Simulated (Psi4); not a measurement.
**PH (SMILES [PH]): UCAM-B3LYP/6-31G(d) (spherical functions, sweep point 4)**

What is the energy change on altering one bond length of PH at UCAM-B3LYP/6-31G* (spherical functions, sweep point 4)? Input form: a Python script.

Program for the calculation: Psi4 1.11.

### 1 The molecule

PH has 2 atoms, charge 0, and is taken as a triplet. SMILES: `[PH]`. Geometry: relaxed at GFN2-xTB.

Bond lengths: P1–H2 1.399 Å.

### 2 A single-point energy at UCAM-B3LYP/6-31G(d) (spherical functions, sweep point 4)

Contents of hp.py:

```python
import psi4

psi4.set_memory(1600000000)
psi4.set_num_threads(1)
psi4.core.set_output_file('hp.out', False)

mol = psi4.geometry("""
0 3
P      0.000000     0.000000     0.000000
H      0.000000     0.000000     1.399070
symmetry c1
""")

psi4.set_options({
    'reference': 'uks',
    'puream': True,
    'scf_type': 'pk',
    'dft_radial_points': 99,
    'dft_spherical_points': 590,
    'maxiter': 150,
})

e = psi4.energy("cam-b3lyp/6-31G*")
print('E =', round(e, 9))
```

Command:

```bash
$ python hp.py
```

hp.out:

```text
[...]
  Running in c1 symmetry.
[...]
  Nuclear repulsion =    5.673524669995068
[...]
  Multiplicity = 3
[...]
  Nalpha       = 9
  Nbeta        = 7
[...]
    Number of basis functions: 20
[...]
   @UKS iter   1:  -341.85088329351970   -4.25858e-01   5.02762e-03 ADIIS/DIIS
[...]
   @UKS iter   7:  -341.85973056167359   -1.51584e-09   3.28500e-07 DIIS
[...]
   @S^2 Observed:                2.005326007E+00
[...]
    Orbital Energies [Eh]
    ---------------------
    Alpha Occupied:
       1A    -77.158840     2A     -6.646335     3A     -4.811042
       4A     -4.811042     5A     -4.803535     6A     -0.706552
       7A     -0.410356     8A     -0.312809     9A     -0.312809
    Alpha Virtual:
      10A      0.106436    11A      0.265861    12A      0.342624
      13A      0.347337    14A      0.347337    15A      0.698795
      16A      0.698795    17A      0.709674    18A      0.709674
      19A      0.762306    20A      1.146736
    Beta Occupied:
[...]
  @UKS Final Energy:  -341.85973056167359
   => Energetics <=
    Nuclear Repulsion Energy =              5.6735246699950679
    One-Electron Energy =                -483.4972445280749298
    Two-Electron Energy =                 153.9007755326578035
    DFT Exchange-Correlation Energy =     -17.9367862362515034
    Empirical Dispersion Energy =           0.0000000000000000
    VV10 Nonlocal Energy =                  0.0000000000000000
    Total Energy =                       -341.8597305616735866
[...]
 Multipole Moments:
 ------------------------------------------------------------------------------------
     Multipole            Electronic (a.u.)      Nuclear  (a.u.)        Total (a.u.)
 ------------------------------------------------------------------------------------
 L = 1.  Multiply by 2.5417464519 to convert [e a0] to [Debye]
 Dipole X            :         -0.0000000            0.0000000           -0.0000000
 Dipole Y            :          0.0000000            0.0000000            0.0000000
 Dipole Z            :         -1.0171284            1.3108184            0.2936900
 Magnitude           :                                                    0.2936900
[...]
```

The script printed:

```text
E = -341.859730562
```

Run time: 1.9 s. Hardware: 1 thread of AMD EPYC 9R45 (Zen 5), shared host; peak memory 0.26 GiB.

### 3 The distorted shape at the same level

Contents of run.py:

```python
import psi4

psi4.set_memory(1600000000)
psi4.set_num_threads(1)
psi4.core.set_output_file('hp.out', False)

m = psi4.geometry("""
0 3
P      0.000000     0.000000    -0.279830
H      0.000000     0.000000     1.399070
symmetry c1
""")

psi4.set_options({
    'basis': '6-31G*',
    'reference': 'uks',
    'puream': True,
    'scf_type': 'pk',
    'dft_radial_points': 99,
    'dft_spherical_points': 590,
    'maxiter': 150,
})

e = psi4.energy('cam-b3lyp')
print(f'total energy {e:.8f} hartree = {e * 27.211386:.5f} eV')
for k, v in sorted(psi4.core.scalar_variables().items()):
    print(f'{k:45s} {v:18.10f}')
```

Command:

```bash
$ python run.py
```

hp.out:

```text
[...]
  Running in c1 symmetry.
[...]
  Nuclear repulsion =    4.727892167520400
[...]
  Multiplicity = 3
[...]
  Nalpha       = 9
  Nbeta        = 7
[...]
    Number of basis functions: 20
[...]
   @UKS iter   1:  -341.83307622834349   -5.07567e-01   5.31415e-03 DIIS/ADIIS
[...]
   @UKS iter   8:  -341.84399729002308   -3.89512e-08   6.48352e-07 DIIS
[...]
   @S^2 Observed:                2.006492945E+00
[...]
    Orbital Energies [Eh]
    ---------------------
    Alpha Occupied:
       1A    -77.178706     2A     -6.661472     3A     -4.826058
       4A     -4.826058     5A     -4.819910     6A     -0.684436
       7A     -0.389630     8A     -0.316651     9A     -0.316651
    Alpha Virtual:
      10A      0.042824    11A      0.290187    12A      0.343374
      13A      0.343374    14A      0.347720    15A      0.692354
      16A      0.692354    17A      0.708772    18A      0.708772
      19A      0.781861    20A      0.957486
    Beta Occupied:
[...]
  @UKS Final Energy:  -341.84399729002308
   => Energetics <=
    Nuclear Repulsion Energy =              4.7278921675204000
    One-Electron Energy =                -481.5233301814616311
    Two-Electron Energy =                 152.8381738293200272
    DFT Exchange-Correlation Energy =     -17.8867331054018450
    Empirical Dispersion Energy =           0.0000000000000000
    VV10 Nonlocal Energy =                  0.0000000000000000
    Total Energy =                       -341.8439972900230259
[...]
 Multipole Moments:
 ------------------------------------------------------------------------------------
     Multipole            Electronic (a.u.)      Nuclear  (a.u.)        Total (a.u.)
 ------------------------------------------------------------------------------------
 L = 1.  Multiply by 2.5417464519 to convert [e a0] to [Debye]
 Dipole X            :          0.0000000            0.0000000            0.0000000
 Dipole Y            :         -0.0000000            0.0000000           -0.0000000
 Dipole Z            :         -1.4801265            1.5729971            0.0928706
 Magnitude           :                                                    0.0928706
[...]
```

Standard output:

```text
total energy -341.84399729 hartree = -9302.04896 eV
CURRENT ENERGY                                   -341.8439972900
CURRENT REFERENCE ENERGY                         -341.8439972900
DD SOLVATION ENERGY                                 0.0000000000
DFT FUNCTIONAL TOTAL ENERGY                      -341.8439972900
DFT TOTAL ENERGY                                 -341.8439972900
DFT VV10 ENERGY                                     0.0000000000
DFT XC ENERGY                                     -17.8867331054
GRID ELECTRONS ALPHA                                9.0000000011
GRID ELECTRONS BETA                                 7.0000000013
GRID ELECTRONS TOTAL                               16.0000000024
NUCLEAR REPULSION ENERGY                            4.7278921675
ONE-ELECTRON ENERGY                              -481.5233301815
PCM POLARIZATION ENERGY                             0.0000000000
PE ENERGY                                           0.0000000000
SCF ITERATION ENERGY                             -341.8439972900
SCF ITERATIONS                                      8.0000000000
SCF TOTAL ENERGY                                 -341.8439972900
TWO-ELECTRON ENERGY                               152.8381738293
XC GRID RADIAL POINTS                              99.0000000000
XC GRID SPHERICAL POINTS                          590.0000000000
XC GRID TOTAL POINTS                           110509.0000000000
```

Wall time 2 s (1 thread of AMD EPYC 9R45 (Zen 5), shared host); peak memory 0.26 GiB.

### 4 What came out

Level: UCAM-B3LYP/6-31G* (spherical functions, sweep point 4).

```
                                                         quantity          value
                                        first shape: total energy  -341.85973 Eh
                                       first shape: dipole moment         0.75 D
                  first shape: HOMO energy (highest over α and β)       -8.51 eV
                   first shape: LUMO energy (lowest over α and β)       -1.75 eV
                                                first shape: ⟨S²⟩          2.005
                                    distorted shape: total energy  -341.84400 Eh
                                   distorted shape: dipole moment         0.24 D
              distorted shape: HOMO energy (highest over α and β)       -8.62 eV
               distorted shape: LUMO energy (lowest over α and β)       -1.83 eV
                                            distorted shape: ⟨S²⟩          2.006
energy change with the P1–H2 bond stretched from 1.399 to 1.679 Å       0.428 eV
```

**Reading.** With the P1–H2 bond stretched from 1.399 to 1.679 Å the energy rises by 0.43 eV (9.9 kcal/mol). The first shape isn't relaxed at this level, so the change isn't measured from a minimum.
